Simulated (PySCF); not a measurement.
**How well do the runs reproduce experiment for cyclopropenone?**

**Measured values to compare with.**

From NIST CCCBDB Release 22 (SRD 101), experimental dipoles, for the gas: dipole moment 4.39 ± 0.06 D.

The results are set against them at the end.

Species: cyclopropenone, C3H2O.
Atom-mapped SMILES: `[O:1]=[c:2]1[cH:3][cH:4]1` (hydrogens: H5 on C3; H6 on C4)

Cartesian coordinates in Å at the GFN2-xTB level; atoms count from 1:
```xyz
6
C3H2O angstrom
O      2.0187   -0.2740    0.0644
C      0.8408   -0.1138    0.0243
C     -0.4997   -0.6123   -0.0319
C     -0.3191    0.7243   -0.0033
H     -1.2262   -1.3936   -0.0697
H     -0.8113    1.6714   -0.0055
```

The PySCF runs (gas phase, on this GFN2-xTB geometry; no spin–orbit coupling):

```json
{"level": "B3LYP/def2-SVPD", "job": "8 singlets by full TDDFT, 3 Tamm–Dancoff triplets, polarisability", "basis functions": "99", "wall time": "2.8 s"}
```

Hardware: an x86-64 server with one thread, no GPU (shared host).

**Comparison with experiment**

**Dipole moment.** Measured: 4.39 D (NIST CCCBDB Release 22 (SRD 101), experimental dipoles).

| level | computed (D) | computed − measured (D) | % (from the printed values) |
| --- | --- | --- | --- |
| B3LYP/def2-SVPD | 4.27 | -0.12 | -3 |

The computed dipoles belong to one fixed geometry; measured ones are averaged over vibrations unless marked μe. Magnitudes are compared, not signs.

No measured geometry was used, and the causes of the misses weren't examined.
